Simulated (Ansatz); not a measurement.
# BSiHO (quintet): wave-function methods side by side, cc-pVDZ

One table from this session's results is given with a row withheld; the runs are named, their logs left out.

Computed with Ansatz 0.2.0, Gaussian basis. Level: cc-pVDZ, core rule «outside noble gas», up to 7 orbitals frozen.

Plan: UHF; CCSD(T) on ROHF; CCSD(T) on UHF; BCCD(T) on ROHF; CISD; CCSDT(Q) on ROHF; CCSDT(Q) on UHF.

27 further runs of the same task are left out: 9 that didn't finish, 18 set aside as unsound or not needed.

**What is computed**

The geometry is a PBE0/def2-TZVP stationary point (not a proven minimum) of the parent state, kept for this charge and spin.

4 atoms, charge 0, spin multiplicity 5.

Atoms are counted from 1 here; the program's logs count them from 0.

Bond lengths: B1–O2 1.301 Å, B1–H4 1.196 Å, O2–Si3 1.661 Å. Angles: O2–B1–H4 128.4°, B1–O2–Si3 176.8°.

The first run:

Input file in.yaml:

```yaml
crystal:
  periodic: [false, false, false]
  atoms:
    - {symbol: B, position_ang: [0.000012, -0.289616, 0.856663]}
    - {symbol: O, position_ang: [-0.000018, -0.171632, -0.439229]}
    - {symbol: Si, position_ang: [0.000003, -0.114843, -2.099559]}
    - {symbol: H, position_ang: [0.000004, 0.576091, 1.682126]}
basis:
  gaussian: {orbitals: cc-pVDZ}
magnetization: {spin_polarized: true, initial_magnetization: 4}
hamiltonian: {xc: hf}
output: {orbitals: {seedname: orbitals}}
```

Command:

```console
$ ansatz run in.yaml --threads 1 --pin off --events-out ev --progress --plain --max-ram 2393MiB
```

Steps of the session up to this table: UHF; CCSD(T) on ROHF; CCSD(T) on UHF; BCCD(T) on ROHF; CISD; CCSDT(Q) on ROHF; CCSDT(Q) on UHF.

One table of the session follows, with a row left open; its other results are not shown here.

```
   method  from UCCSDT(Q) (kJ/mol)
     ROHF                   +800.3
      UHF                   +793.7
     RMP2                    +77.4
     UMP2                        ?
     CISD                    +82.1
    RCCSD                    +25.0
    UCCSD                    +24.9
 RCCSD(T)                     +4.1
 UCCSD(T)                     +4.0
  BCCD(T)                     +3.8
   RCCSDT                     +1.9
   UCCSDT                     +1.9
RCCSDT(Q)                     +0.4
UCCSDT(Q)                        0
```

**Question.** Estimate the row for UMP2.

**Answer.** from UCCSDT(Q) (kJ/mol): +76.5. In the column «from UCCSDT(Q) (kJ/mol)» it lies between RCCSD (+25.0) and RMP2 (+77.4).

To keep in mind: Restricted and unrestricted rows rest on different reference determinants; where their highest levels disagree by more than a few hundredths of an eV, they describe different states and don't form one ladder.
